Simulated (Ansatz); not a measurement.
Complex (SMILES): F (HF) with F (HF), atoms 1 to 2 the first; geometry from A24 set, monomers rigid:
```xyz
4

H      0.0000     0.8027     1.6953
F      0.0000    -0.0460     1.3403
H      0.0000    -0.1204    -0.4908
F      0.0000     0.0098    -1.4042
```

How fast the counterpoise-corrected interaction energy converges with the basis for several methods (Ansatz, a program for electronic structure): deviation from each method's own reference, in kcal/mol. References: CCSD(T) -4.61 kcal/mol, Hartree-Fock in aug-cc-pVQZ plus the correlation part extrapolated as X^-3 from aug-cc-pVTZ and aug-cc-pVQZ; HF -3.82 kcal/mol, the value in aug-cc-pV5Z; MP2 -4.47 kcal/mol, Hartree-Fock in aug-cc-pV5Z plus the correlation part extrapolated as X^-3 from aug-cc-pVQZ and aug-cc-pV5Z; PBE -4.62 kcal/mol, the value in aug-cc-pV5Z; PBE0 -4.66 kcal/mol, the value in aug-cc-pV5Z. All functions are spherical. In correlated methods cores are frozen. No added dispersion term, no relativity. 

```json
[
 {"basis": "def2-SVP", "functions": "38", "CCSD(T)": "0.48", "HF": "-0.50", "MP2": "0.18", "PBE": "-0.56", "PBE0": "-0.54"},
 {"basis": "cc-pVDZ", "functions": "38", "CCSD(T)": "0.71", "HF": "-0.32", "MP2": "0.42", "PBE": "-0.44", "PBE0": "-0.38"},
 {"basis": "aug-cc-pVDZ", "functions": "64", "CCSD(T)": "0.63", "HF": "0.06", "MP2": "0.53", "PBE": "0.12", "PBE0": "0.10"},
 {"basis": "6-311++G(2d,2p)", "functions": "74", "CCSD(T)": "0.72", "HF": "0.09", "MP2": "0.59", "PBE": "0.09", "PBE0": "0.09"},
 {"basis": "cc-pVTZ", "functions": "88", "CCSD(T)": "0.47", "HF": "-0.05", "MP2": "0.30", "PBE": "-0.22", "PBE0": "-0.16"},
 {"basis": "pcseg-2", "functions": "88", "CCSD(T)": "0.52", "HF": "0.02", "MP2": "0.39", "PBE": "-0.07", "PBE0": "-0.04"},
 {"basis": "def2-TZVPD", "functions": "98", "CCSD(T)": "0.58", "HF": "0.08", "MP2": "0.48", "PBE": "0.10", "PBE0": "0.10"},
 {"basis": "def2-TZVPPD", "functions": "114", "CCSD(T)": "0.48", "HF": "0.05", "MP2": "0.41", "PBE": "0.07", "PBE0": "0.06"},
 {"basis": "aug-pcseg-2", "functions": "138", "CCSD(T)": "0.32", "HF": "0.00", "MP2": "0.28", "PBE": "0.02", "PBE0": "0.01"},
 {"basis": "aug-cc-pVTZ", "functions": "138", "CCSD(T)": "0.31", "HF": "0.08", "MP2": "0.28", "PBE": "0.08", "PBE0": "0.08"},
 {"basis": "pcseg-3", "functions": "186", "CCSD(T)": "0.19", "HF": "0.00", "MP2": "0.17", "PBE": "0.01", "PBE0": "0.00"},
 {"basis": "def2-QZVPPD", "functions": "198", "CCSD(T)": "0.22", "HF": "0.01", "MP2": "0.19", "PBE": "0.01", "PBE0": "0.01"}
]
```

Mean absolute deviation over 6-311++G(2d,2p), cc-pVTZ, pcseg-2, def2-TZVPD, def2-TZVPPD, aug-pcseg-2, aug-cc-pVTZ: HF 0.05, PBE0 0.08, PBE 0.09, MP2 0.39, CCSD(T) 0.49 kcal/mol.
